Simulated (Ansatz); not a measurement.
Graphite was calculated with r²SCAN+rVV10 in Ansatz (PAW).

Settings: plane-wave cutoff 560 eV, 24×24×8 k mesh (along the axes of the cell as run), Fermi–Dirac smearing 0.05 eV, scalar-relativistic PAW data made under PBE.

A third-order Birch–Murnaghan fit to the energies gives V0 = 8.717 Å³/atom, B0 = 38.2 GPa, B′ = 10.9.

```
V (Å³/atom)  P (GPa)
-----------  -------
8.367          1.929
8.541          0.862
8.716          0.006
8.890              …
9.064              …
```

Task: Estimate the withheld pressures from this fit; the answers are the runs' own values.

Result: 
- 8.890, P (GPa): -0.672
- 9.064, P (GPa): -1.192

The formula P = (3/2) B0 (x^(7/3) − x^(5/3)) [1 + (3/4)(B′ − 4)(x^(2/3) − 1)] with x = V0/V meets the computed pressures within 0.02 GPa when these rounded values are put in.

Shape and atoms are relaxed at each volume.

Measured, for comparison: bulk modulus 33.8 ± 0.3 GPa (room temperature, not corrected to a static lattice, our sources range from 33.8 to 35.8; as tabulated in Ouyang et al. (2019), arXiv:1912.06187). Computed (rounded) less measured: bulk modulus +13 % (+7 % to +13 % over the range).

Note: the bulk modulus comes from volumes at which shape and atoms were relaxed.

Computed values are for the static lattice.

Computing time: around 9 core-minutes (rough).

Ansatz is a first-principles code.
